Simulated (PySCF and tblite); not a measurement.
C₅H₁₃N, numbered as in [CH3:1][NH:2][C:3]([CH3:4])([CH3:5])[CH3:6].

Search: ETKDG and KDG, MMFF94s, GFN2-xTB, 60 starts; geometries at GFN2-xTB. Free energies are PBE0-D3(BJ)/def2-SVP (IEF-PCM, chloroform) single points with GFN2-xTB rigid-rotor and vibrational terms (modes under about 100 cm⁻¹ blended into free rotors). Symmetry numbers and mirror images are counted. Conformers within 3 kcal/mol (GFN2-xTB free energy) were kept, 10 at most. GIAO shieldings: B97-2/pcSseg-1 (IEF-PCM, chloroform). Shifts are against TMS (¹H), TMS (¹³C) at the same level. Run with PySCF (density fitting) and tblite.

Torsions listed: C1–N2–C3–C4. Of a mirror pair one member is shown.

| conformer | shape | weight % | dipole D |
| --- | --- | --- | --- |
| 1 | 62° | 100.0 | 1.07 |

How do the computed shifts compare with measured ones?


| nucleus | signal | leading conformer | average | measured | medium |
| --- | --- | --- | --- | --- | --- |
| ¹³C | C3 | 52.3 | 52.3 | 50.4 | not stated per compound (mostly CDCl3 or CCl4) |
| ¹³C | C4/C5/C6 | 30.2 | 30.2 | 28.2 | not stated per compound (mostly CDCl3 or CCl4) |

Measured values: Pretsch, Buehlmann, Badertscher, Structure Determination of Organic Compounds, 4th ed. (2009). Mean difference for ¹³C: 1.95 ppm, scatter 0.05 ppm. The computed shifts are unscaled and lack vibrational corrections.
